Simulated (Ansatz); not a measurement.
# Relativistic treatment of Eu

```
Eu
1.0
    -2.19206    2.19206    2.19206
     2.19206   -2.19206    2.19206
     2.19206    2.19206   -2.19206
Eu
1
Direct
  0.00000 0.00000 0.00000
```

The structure comes from a relaxation in the same program, started in the bcc type, and has space group Im-3m. Whether it is a known phase or the ground state wasn't checked.

Semilocal functionals without a Hubbard term describe localised f shells poorly; where the shell is localised, the real material differs.

Other magnetic orders may lie lower; this is the state that the run reached.

One fixed cell is solved with PBE by all-electron LAPW in Ansatz 0.2.0 under different relativistic treatments. Pressure is positive in compression.

The runs use a Γ-centred 14×14×14 k mesh, Fermi–Dirac smearing of 0.05 eV, basis error target 1 meV/atom, spin-polarised from start moments Eu 7 μB.

```json
{"setting": "scalar-relativistic", "P (GPa)": "0.07"}
{"setting": "non-relativistic", "P (GPa)": "3.11"}
{"setting": "with spin–orbit coupling", "P (GPa)": "-0.12"}
{"setting": "scalar-relativistic, inner shells corrected to Dirac", "P (GPa)": "0.08"}
```
